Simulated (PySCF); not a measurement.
# One shape, several levels: C2H3FO (acetyl fluoride)

We compute a comparison of 6 runs (BLYP/aug-cc-pVDZ, CAM-B3LYP/aug-cc-pVDZ, M06-L/aug-cc-pVDZ, PBE/aug-cc-pVDZ, PBE0/aug-cc-pVDZ, revPBE/aug-cc-pVDZ) of C2H3FO (acetyl fluoride). Input form: a Python script.

The results are computed with PySCF 2.14.0.

## 1. The molecule

C2H3FO has 7 atoms, charge 0, and is taken as a singlet. SMILES: `CC(=O)F`. The shape is that of a PBE0-D4/def2-TZVP optimisation.

Bond lengths: C1–C2 1.488 Å, C2–O3 1.179 Å, C2–F4 1.351 Å, C1–H5 1.087 Å, C1–H6 1.092 Å, C1–H7 1.092 Å. Angles: C1–C2–O3 129.2°, C1–C2–F4 110.5°, O3–C2–F4 120.2°, C2–C1–H5 109.9°, C2–C1–H6 109.4°, C2–C1–H7 109.4°, H5–C1–H6 110.4°, H5–C1–H7 110.4°, H6–C1–H7 107.3°.

## 2. A single-point energy at BLYP/aug-cc-pVDZ (run 1)

run.py

```python
# CC(=O)F
from pyscf import gto, dft

molecule = gto.M(
    atom='''
C        0.485310       0.015050       0.443640
C       -0.694890      -0.034350      -0.460580
O       -1.835410      -0.165690      -0.191770
F       -0.310690       0.097630      -1.749400
H        0.165320      -0.091900       1.476660
H        1.180650      -0.783140       0.176830
H        1.009710       0.962410       0.304610
''',
    basis='aug-cc-pvdz',
    charge=0,
    verbose=3,
    max_memory=1860,
    spin=0,
)

ks = dft.RKS(molecule)
ks.xc = 'blyp'
ks.conv_tol = 1e-10
ks.grids.level = 5
ks.kernel()
if not ks.converged:
    ks = ks.newton().run(ks.mo_coeff, ks.mo_occ)

etot = ks.e_tot
print('Final energy', etot)
```

Command:

```sh
$ OMP_NUM_THREADS=1 python run.py
```

The log of the run:

```text
converged SCF energy = -253.076943106608
Final energy -253.07694310660804
```

Wall time 23 s (1 thread of Arm Neoverse V2, shared host); peak memory 0.64 GiB.

## 3. The energy at CAM-B3LYP/aug-cc-pVDZ (run 2)

input.xyz

```xyz
7
C2H3FO
C      0.485310     0.015050     0.443640
C     -0.694890    -0.034350    -0.460580
O     -1.835410    -0.165690    -0.191770
F     -0.310690     0.097630    -1.749400
H      0.165320    -0.091900     1.476660
H      1.180650    -0.783140     0.176830
H      1.009710     0.962410     0.304610
```

run.py

```python
from pyscf import gto, dft

system = gto.M(
    atom='input.xyz',
    verbose=3,
    max_memory=1860,
    spin=0,
    basis='aug-cc-pvdz',
)

myscf = dft.RKS(system, xc='cam-b3lyp')
myscf.conv_tol = 1e-10
myscf.grids.level = 5
myscf.kernel()
if not myscf.converged:
    myscf = myscf.newton().run(myscf.mo_coeff, myscf.mo_occ)

e_final = myscf.e_tot
print(f'total energy: {e_final:.8f} hartree')
```

Command:

```sh
$ OMP_NUM_THREADS=1 python run.py
```

The log of the run:

```text
converged SCF energy = -253.039997011735
total energy: -253.03999701 hartree
```

Run time: 37 s. Hardware: 1 thread of Arm Neoverse V2, shared host; peak memory 0.64 GiB.

Run 3 isn't shown in full; the table further down has it.

## 4. A single-point energy at PBE/aug-cc-pVDZ (run 4)

input.xyz: that of step 3 with these lines changed.

```diff
@@ -1,3 +1,3 @@
 7
-C2H3FO
+
 C      0.485310     0.015050     0.443640
```

job.py

```python
from pyscf import gto, dft

mol = gto.M(
    atom='input.xyz',
    charge=0,
    max_memory=1860,
    verbose=4,
    basis='aug-cc-pvdz',
)

mf = dft.RKS(mol)
mf.xc = 'pbe'
mf.conv_tol = 1e-10
mf.grids.level = 5
mf.kernel()
if not mf.converged:
    mf = mf.newton().run(mf.mo_coeff, mf.mo_occ)

etot = mf.e_tot
print('E = %.10f Eh' % etot)
```

Command:

```sh
$ OMP_NUM_THREADS=1 python job.py
```

The log of the run:

```text
PySCF version 2.14.0

[... 80 lines left out ...]
converged SCF energy = -252.859816842329
E = -252.8598168423 Eh
```

Wall time 23 s (1 thread of Arm Neoverse V2, shared host); peak memory 0.64 GiB.

Run 5 isn't shown in full; the table further down has it.

## 5. The energy at revPBE/aug-cc-pVDZ (run 6)

calc.py

```python
from pyscf import gto, dft

system = gto.M(
    atom=[
    ('C', (0.485310, 0.015050, 0.443640)),
    ('C', (-0.694890, -0.034350, -0.460580)),
    ('O', (-1.835410, -0.165690, -0.191770)),
    ('F', (-0.310690, 0.097630, -1.749400)),
    ('H', (0.165320, -0.091900, 1.476660)),
    ('H', (1.180650, -0.783140, 0.176830)),
    ('H', (1.009710, 0.962410, 0.304610)),
],
    charge=0,
    spin=0,
    basis='aug-cc-pvdz',
    verbose=3,
    max_memory=1860,
)

mf = dft.RKS(system)
mf.xc = 'revpbe'
mf.grids.level = 5
mf.conv_tol = 1e-10
mf.kernel()
if not mf.converged:
    mf = mf.newton().run(mf.mo_coeff, mf.mo_occ)

etot = mf.e_tot
print('E(%s) = %.9f' % ('REVPBE', etot))
```

Command:

```sh
$ OMP_NUM_THREADS=1 python calc.py
```

The log of the run:

```text
converged SCF energy = -253.05726152426
E(REVPBE) = -253.057261524
```

It took 23 s on 1 thread of Arm Neoverse V2, shared host; peak memory 0.64 GiB.

## 6. Overview of the runs

```
run                  level  energy (Eh)  dipole moment (D)  HOMO energy (eV)  LUMO energy (eV)  wall time
  1       BLYP/aug-cc-pVDZ  -253.076943               2.89             -7.23             -1.58       23 s
  2  CAM-B3LYP/aug-cc-pVDZ  -253.039997               3.05            -10.55              0.16       37 s
  3      M06-L/aug-cc-pVDZ  -253.099845               2.91             -7.61             -1.27       53 s
  4        PBE/aug-cc-pVDZ  -252.859817               2.87             -7.31             -1.65       23 s
  5       PBE0/aug-cc-pVDZ  -252.864556               2.99             -9.02             -0.49       24 s
  6     revPBE/aug-cc-pVDZ  -253.057262               2.84             -7.24             -1.56       23 s
```

## 7. Summary of results

| quantity | value |
| --- | --- |
| run 6: total energy | -253.05726 Eh |
| run 6: dipole moment | 2.84 D |
| run 6: HOMO energy | -7.24 eV |
| run 6: LUMO energy | -1.56 eV |
| run 6: HOMO–LUMO gap | 5.68 eV |

What this shows: The dipole moment (its size) runs from 2.84 D (revPBE/aug-cc-pVDZ) to 3.05 D (CAM-B3LYP/aug-cc-pVDZ). The HOMO–LUMO gap runs from 5.65 eV (PBE/aug-cc-pVDZ) to 10.70 eV (CAM-B3LYP/aug-cc-pVDZ). Totals of different functionals can't be ranked against each other. All runs together took 3 min, the longest 53 s.
